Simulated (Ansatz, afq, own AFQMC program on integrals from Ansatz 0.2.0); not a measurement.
## Where AFQMC and coupled cluster stand for AlSiH3⁺, doublet

```yaml
atoms:
  - { symbol: Si, position_ang: [-1.1719, 0.0063, 0.0220] }
  - { symbol: Al, position_ang: [1.4166, -0.0076, -0.0266] }
  - { symbol: H, position_ang: [-1.7486, 1.3889, 0.0076] }
  - { symbol: H, position_ang: [-1.7365, -0.6584, 1.2401] }
  - { symbol: H, position_ang: [-1.7815, -0.7021, -1.1488] }
```

Connectivity, by distances: SiH3–Al.

Basis cc-pVDZ. Noble-gas cores (and the filled d shells of Ga–Kr and In–Xe) are frozen. AFQMC by an in-house program on the Cholesky factors that Ansatz 0.2.0 writes for its CCSD(T) run. ph-AFQMC/CISD is guided by a CISD state made of CCSD amplitudes; releasing the constraint for a short imaginary time cuts its bias at the price of noise, slowly where states lie close. ± is one standard error of the sampling.

Determinant: ROHF, the one that the program's search chose, which needn't be the lowest solution. The geometry is a PBE0/def2-TZVP stationary point of this or a neighbouring charge and spin state.

No full CI on the walks' own integrals is used here; CCSDT(Q) serves as the reference and is uncertain by about the last step of the cluster series.

Cautions: the released energies have errors that jump between times, so the bars are unsure, so no released level is given (meV from the phaseless value at times in 1/Eh: -1.3 ± 1.8 at 0.24, -6.2 ± 2.1 at 0.51, -10.6 ± 2.1 at 0.99, -12 ± 6 at 1.62, -14.4 ± 1.8 at 2.40), though the last usable value meets CCSDT(Q) within the noise.

* T1 diagnostic: 0.0341
* weight of the determinant in the CISD state: 0.868
* size of the correlated space: 9 electrons in 41 orbitals

```
  level  correlation energy (eV)
    MP2                  -3.5502
   CCSD                  -4.5812
CCSD(T)                  -4.6982
```

**Question.** Estimate where phaseless AFQMC with a CISD trial lies against CCSD(T) on the same integrals.

**Answer.** 2.0 ± 0.2 kJ/mol below CCSD(T).

Reference: CCSDT(Q), correlation energy -4.731 eV.

```
        level  E − E(reference) (kJ/mol)  share of correlation (%)
      CCSD(T)                        3.2                     99.30
        CCSDT                        0.5                     99.90
ph-AFQMC/CISD                  1.1 ± 0.2                     99.75
```

A walk keeps the symmetry of its determinant, which the program's search chose and which needn't be the lowest solution, so a lower state of the same spin and another symmetry isn't excluded.
